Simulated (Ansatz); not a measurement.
One stationary structure of C. Space group Fd-3m (No. 227), diamond type. All values below come from PBE (plane waves to 420 eV, PAW, scalar-relativistic; Ansatz, a first-principles code).

```xyz
2
Lattice="0.0000 1.7858 1.7858 1.7858 0.0000 1.7858 1.7858 1.7858 0.0000" Properties=species:S:1:pos:R:3 pbc="T T T"
C      1.7858     1.7858     1.7858
C      2.6787     2.6787     2.6787
```

| Item | Value |
|---|---|
| Volume per atom | 5.70 Å³ |
| Density | 3.50 g/cm³ |
| Band gap | 4.13 eV, indirect (valence top at Γ, conduction bottom at 71 % of the way from Γ to X) (no spin-orbit coupling) |
| Smallest direct gap | 5.58 eV at Γ |
| Shortest distances | C–C 1.55 Å |
| k-mesh | 16×16×16 |

No spin polarisation in the result.

Measured for C: a 3.553 Å (static lattice; corrected from measurement; as listed in Daniel Mejia-Rodriguez, S. B. Trickey, Phys. Rev. B (2018)); gap 5.85 eV (static lattice; corrected from measurement; as listed in Wei Chen et al., Physical Review Materials (2018)). Computed minus measured — a: PBE +0.5 %; gap: PBE -1.72 eV. The computed values are for a static lattice, and a measured gap can be an optical one, lowered by exciton binding.

The run could not lose the symmetry of its start; a randomly shaken copy of 4 atoms returns to this structure.

All atoms sit on sites fixed by symmetry, so only the cell could relax.
